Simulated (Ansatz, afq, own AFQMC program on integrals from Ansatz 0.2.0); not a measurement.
Integrals from Ansatz 0.2.0, then the random walk in our own AFQMC program (afq).

```yaml
crystal:
  periodic: [false, false, false]
  atoms:
    - {symbol: Pd, position_ang: [0.000000, 0.000000, 0.000000]}
basis:
  gaussian: {orbitals: def2-TZVP}
magnetization: {spin_polarized: true, initial_magnetization: 2}
correlation: {method: ccsd_t, electrons: outside_noble_gas, hamiltonian_folder: ham}
```

```sh
$ ansatz run in.yaml --threads 1 --pin off --events-out ev --progress --plain --max-ram 16896MiB --backend cuda --devices 0, --max-vram 18GiB
```

afq runs on the folder ham with

```
--method phaseless --trial cisd --walkers 4000 --populations 20 --least-time 60 --time-step 0.005 --steps-per-block 50 --equilibration-blocks 40 --max-blocks 4000 --target-error 0.00019 --factor-cut 1e-05 --start spin_pure --seed 7517 --release-times 0.24,0.6,1.2,2,3,4.2 --release-step 0.04 --release-every 3 --taylor-order 6
```

Times are imaginary, in 1/Eh. The walk had a cap of 171 s. With eight or more populations the least sampling time is a fifth of least-time, and the error comes from their spread. Core potentials past Kr, no spin–orbit coupling.

Output of the walk:

```
orbitals 36  electrons 6 4  factors 266 of 266
reference energy -127.03205679 Eh
CCSD correlation -0.22611444 Eh in 12 cycles, weight of the determinant in the CISD state 0.9420
energy of the start -127.258135 Eh
 block  time / (1/Eh)  mean weight  energy / Eh
     1     0.250  0.9999  -127.257454
     2     0.500  1.0003  -127.259098
     3     0.750  1.0002  -127.260055
     4     1.000  1.0004  -127.260877
     5     1.250  1.0001  -127.261415
     7     1.750  1.0000  -127.262076
     9     2.250  0.9999  -127.262193
    11     2.750  1.0003  -127.262412
    15     3.750  0.9999  -127.262480
    19     4.750  0.9998  -127.263121
    23     5.750  0.9997  -127.262292
    27     6.750  1.0002  -127.262691
    31     7.750  1.0004  -127.263032
    35     8.750  0.9997  -127.262497
    39     9.750  1.0002  -127.262217
    43    10.750  1.0003  -127.262342
    47    11.750  1.0003  -127.262691
    51    12.750  1.0001  -127.262941
    55    13.750  1.0001  -127.262747
    57    14.250  1.0001  -127.263350
    59    14.750  0.9996  -127.263316
    63    15.750  1.0000  -127.262638
    65    16.250  1.0002  -127.262183
    67    16.750  1.0001  -127.262688
    71    17.750  0.9998  -127.262283
    75    18.750  1.0001  -127.263012
    79    19.750  0.9999  -127.263110
    83    20.750  0.9996  -127.263239
    87    21.750  1.0002  -127.262501
    89    22.250  0.9997  -127.262573
error from the spread of 20 populations
released: time / (1/Eh)  energy / Eh  error  mean overlap
  0.24  -127.262765  0.000075  0.9985
  0.60  -127.262884  0.000051  0.9974
  1.20  -127.262893  0.000070  0.9952
  2.00  -127.262986  0.000070  0.9917
  3.00  -127.263040  0.000148  0.9834
  4.20  -127.263211  0.000147  0.9617
energy -127.262786 +/- 0.000078 Eh
(rows thinned)
```

The run passed its tests (sampling time, drift between the halves within three errors, error under three times the target), which doesn't prove that it has relaxed.

Against this walk (error 2.1 meV) on the same determinant: CCSD(T) 4.3 meV higher, CCSDT(Q) 4.9 meV lower. The error is statistical and leaves out the bias of the constraint. The released energies are still falling (meV from the phaseless value at times in 1/Eh: -2.7 ± 1.4 at 0.60, -2.9 ± 1.9 at 1.20, -5.4 ± 1.9 at 2.00, -7 ± 4 at 3.00, -12 ± 4 at 4.20), so they give no level.

Cautions: constraint bias not in the error; no spin-orbit coupling; outer-core shells of the metal frozen; another spin lies lower (by 714 meV).

The walk took 38 s on 1 × NVIDIA H100 80GB HBM3 with 2 threads of AMD EPYC 7R13 Processor (Zen 3), on a shared host (the card was shared). The log's last line is the phaseless energy.

CCSDT and higher add their correlation energy to the determinant of the CCSD(T) run, since their own runs factorise the integrals more tightly (a shift of under 2 meV). A walk keeps the symmetry of its determinant, which the program's search chose and which needn't be the lowest solution, so a lower state of the same spin and another symmetry isn't excluded.
